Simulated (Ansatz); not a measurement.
# [OH···H···S], triplet: the ladder up to UCCSDT(Q)

Geometry: a point of a hydrogen-transfer path between rigid fragments, not a stationary point.

```yaml
atoms:
  - { symbol: O, position_ang: [-0.9316, -0.2316, 0.0000] }
  - { symbol: H, position_ang: [-1.1809, 0.6949, 0.0000] }
  - { symbol: H, position_ang: [0.0280, -0.2316, 0.0000] }
  - { symbol: S, position_ang: [2.0844, -0.2316, 0.0000] }
```

Basis cc-pVDZ; Ansatz 0.2.0. Correlated methods freeze the noble-gas cores, which leaves 14 electrons in 36 orbitals. Prefix R: restricted or restricted open-shell reference; prefix U: unrestricted. Active spaces: valence = (14e, 10o) chosen from the atoms' valence shells; pair = (4e, 4o) about the gap.

Full CI isn't at hand for all of this; UCCSDT(Q) serves as the reference, and is uncertain by about the last step of the cluster series. The frozen core follows each run's orbitals, which can shift R against U totals by a few meV.

For open shells CISD is restricted-active-space CI with the open shells as a complete middle space.

```
UHF ⟨S²⟩                          : 2.009
T1 diagnostic (RCCSD)             : 0.0113
largest doubles amplitude (RCCSD) : 0.050
T1 diagnostic (UCCSD)             : 0.0078
```

```tsv
level	E − E(UCCSDT(Q)) (kJ/mol)	share of correlation (%)	wall time
RHF	858.8	0.00	–
UHF	847.2	1.34	–
RMP2	85.6	90.03	–
UMP2	87.8	89.78	–
CISD	79.8	90.71	4.3 s
RCCSD	15.4	98.20	–
UCCSD	15.1	98.24	–
RCCSD(T)	2.9	99.66	11 s
UCCSD(T)	2.8	99.67	9.5 s
BCCD(T)	2.9	99.66	6.5 s
RCCSDT	1.7	99.81	–
UCCSDT	1.6	99.81	–
RCCSDT(Q)	0.0	100.00	40 s
CASSCF (pair space)	803.8	6.40	–
NEVPT2 (pair space)	81.3	90.54	1.8 s
MRCISD (pair space)	71.2	91.71	–
MRCISD+Q (pair space)	5.8	99.32	2.2 s
CASSCF (valence space)	722.6	15.86	–
NEVPT2 (valence space)	132.7	84.54	3.6 s
MRCISD (valence space)	58.1	93.23	–
MRCISD+Q (valence space)	3.4	99.60	6.5 s
```

The correlation energy at UCCSDT(Q), counted from RHF, is -8.901 eV. That run took 34 s on 1 thread of Arm Neoverse V2, shared host.

Times hold each run's SCF and search for its determinant on a shared host, so for small cases they say little of a method's own cost; they ran on 1 thread of Arm Neoverse V2.

Natural occupations of CASSCF (valence space) about the gap: 1.999 1.981 1.978 1.000 1.000 0.023 0.020; effectively unpaired electrons, Σ n²(2−n)², 2.01.
